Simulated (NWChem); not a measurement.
# Correlation energy of N2 (+1)

```xyz
2

N      0.0000     0.0000     0.5566
N      0.0000     0.0000    -0.5566
```
Charge +1, spin multiplicity 2.

All runs are NWChem calculations. All single points use one geometry, from UB3LYP/def2-SVP, a minimum by its harmonic frequencies.

Basis set: 6-311G**. Each correlation energy counts from its own Hartree-Fock reference.

The correlated methods keep 2 core orbitals frozen. The Pople sets run with spherical d functions. The structure started from a generated list of species. The unpaired electrons of the parent sit in orbitals of symmetry ag (D2h labels of the run); other states weren't searched. No SCF solution was tested for a lower state. Open-shell Hartree-Fock references start from PBE0 orbitals. Coupled-cluster values serve here as a point of comparison, not as the truth.

### Question
One of these methods gave a correlation energy of -339.8 mHa. Which?
A. CCSD(T) on ROHF
B. UMP2
C. SCS-UMP2
D. CCSD(T) on UHF

### Answer
C, SCS-UMP2. The others give -371.6 (CCSD(T) on ROHF), -352.5 (UMP2), -361.2 (CCSD(T) on UHF).
